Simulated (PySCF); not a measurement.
Molecule: `C=C/N=C\N=C`, C4H6N2.

Atom-mapped SMILES (the numbers label the heavy atoms): `[CH2:1]=[CH:2]/[N:3]=[CH:4]\[N:5]=[CH2:6]`. Hydrogens are named by the atom that carries them. Ha(C6) is cis to C4; Ha(C1) is cis to N3; Hb(C6) is trans to C4; Hb(C1) is trans to N3.

Geometry PBE0-D3(BJ)/def2-SVP throughout; GIAO in PySCF 2.14, gas phase, one conformer, non-relativistic; equivalent atoms averaged; functional PBE0.

**Question.** How do the absolute shieldings σ depend on the basis set? (a selection of nuclei; ppm; last column core-seconds on shared hosts with different chips, so compare them loosely)

**Answer.** 
```
    basis set  functions     C6     C2     C4      N5     N3  H(C4)  Ha(C6)  H(C2)  Hb(C1)  core-s
       STO-3G         36  112.7  119.1  121.3   -10.6   66.1  24.70   25.35  26.92   27.20     4.5
        6-31G         66   50.5   66.1   53.7  -139.9  -25.2  24.23   24.30  25.36   27.08     8.5
     pcSseg-0         66   24.5   44.8   29.9  -188.8  -59.9  24.48   24.66  25.91   27.22     3.8
       6-31G*         96   47.5   62.3   48.5  -113.7   -8.4  24.27   24.60  25.23   26.98      12
     def2-SVP        114   43.6   57.8   44.7  -130.9  -17.7  23.84   24.11  24.79   26.35      14
      cc-pVDZ        114   46.3   59.1   46.4  -126.6  -16.5  23.61   23.86  24.53   26.25     7.2
  aug-cc-pVDZ        192   42.6   57.4   42.4  -124.6  -14.2  23.41   23.60  24.18   26.19      16
6-311+G(2d,p)        198   28.7   43.1   29.2  -151.4  -35.5  23.64   23.87  24.40   26.45      32
    def2-TZVP        222   27.9   42.2   28.2  -155.6  -37.8  23.64   23.89  24.42   26.40      40
      cc-pVTZ        264   29.8   44.3   29.9  -153.2  -37.0  23.51   23.75  24.27   26.20      24
     IGLO-III        270   21.2   35.8   22.0  -165.2  -45.8  23.49   23.77  24.28   26.27      24
```

**Question.** Which nucleus among those listed moves most, in ppm?

**Answer.** N5 (imine nitrogen): from -188.8 ppm with pcSseg-0 to -10.6 ppm with STO-3G. The smallest spread is 1.03 ppm, at Hb(C1). Proton shifts span only some 12 ppm, so a few tenths of a ppm matter as much there as several ppm in carbon.

**Question.** Taking the largest basis, IGLO-III (270 functions), as the yardstick, rank the others by their worst heavy-atom deviation.

**Answer.** def2-TZVP 9.7 ppm (222 functions), cc-pVTZ 12.1 ppm (264 functions), 6-311+G(2d,p) 13.8 ppm (198 functions), pcSseg-0 23.6 ppm (66 functions), 6-31G 31.7 ppm (66 functions), def2-SVP 34.3 ppm (114 functions), cc-pVDZ 38.6 ppm (114 functions), aug-cc-pVDZ 40.7 ppm (192 functions), 6-31G* 51.6 ppm (96 functions), STO-3G 154.6 ppm (36 functions).

A small basis that lands close on one nucleus may do so by chance; judge by the trend and by all nuclei.
